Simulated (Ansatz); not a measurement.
Born–Oppenheimer molecular dynamics of C₂H₂OS (6 atoms, charge 0, multiplicity 1). It starts from a relaxed structure.

These are results of Ansatz, RKS r2SCAN-D4/def2-SVP, not measurements.

```yaml
ensemble: NVT, Langevin thermostat
time_step: 0.5 fs
steps_asked: 300
set_temperature: 400 K
friction: 1 /fs
seed: 616309
```

First frame:

```xyz
6
Properties=species:S:1:pos:R:3
C 1.517 0.624 -0.126
C 0.606 -0.114 0.194
O -0.334 -0.908 0.597
S -1.775 -0.985 -0.399
H 2.335 1.261 -0.402
H -2.349 0.122 0.137
```

(1) How far do the bonds stretch over the last three quarters of this one trajectory? (Pairs bonded in most of those frames.)

Results:

(1) 
```tsv
bond	mean (Å)	spread (Å)	shortest	longest
C1–C2	1.211	0.017	1.18	1.25
C1–H5	1.074	0.028	1.00	1.14
C2–O3	1.303	0.025	1.26	1.36
O3–S4	1.831	0.037	1.77	1.89
S4–H6	1.361	0.040	1.28	1.47
```

Mean temperature of the second half: 369 K. A run of 0.15 ps of so small a system gives no equilibrium averages. The friction is so strong that the motion is overdamped, so the time scale means little.

The run took 15 min on 1 thread of Arm Neoverse V2 (shared host), peak memory 0.12 GiB.
